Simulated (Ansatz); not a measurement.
The same path of C$_{2}$H$_{6}$N$_{2}$O (11 atoms, charge 0, multiplicity 1) was run twice with different band settings. The coordinate that changes most is the height of N4 over the plane of its neighbours.

The calculation used RKS B3LYP-D4/6-31G* (Ansatz).

Relaxed end points:

```xyz
11
Properties=species:S:1:pos:R:3
C -1.375 -0.104 0.722
N -0.354 -0.919 0.090
C 0.643 -0.318 -0.428
N 0.896 1.036 -0.506
O 1.618 -1.028 -1.055
H -2.166 -0.752 1.109
H -0.990 0.479 1.578
H -1.841 0.609 0.022
H 1.854 1.287 -0.711
H 0.459 1.608 0.203
H 1.319 -1.953 -1.004
```

```xyz
11
Properties=species:S:1:pos:R:3
C -1.336 -0.113 0.790
N -0.362 -0.916 0.076
C 0.668 -0.323 -0.387
N 1.024 1.006 -0.284
O 1.624 -1.031 -1.045
H -2.168 -0.751 1.103
H -0.917 0.355 1.695
H -1.767 0.694 0.170
H 1.722 1.319 -0.946
H 0.265 1.656 -0.142
H 1.312 -1.953 -1.010
```

Common settings: spring 5.0 eV/Å²; optimiser quadratic models (default); start path IDPP; force threshold 0.03 eV/Å; iteration limit 60; end points relaxed.

| run | movable images | climbing image |
| --- | --- | --- |
| 1 | 5 | yes |
| 2 | 3 | no |

(1) What does each run give, and how far can it be trusted?

## Answers

(1) Run 1: converged after 5 iterations, highest image 0.025 eV above the first end. A vibrational analysis at the climbing image gives one clearly imaginary mode, 389i cm⁻¹: a first-order saddle point.
Run 2: converged after 5 iterations, highest image 0.025 eV above the first end. No image climbed, so the highest image needn't sit at the top of the path. So few images can step over the top or miss a turn of the path.
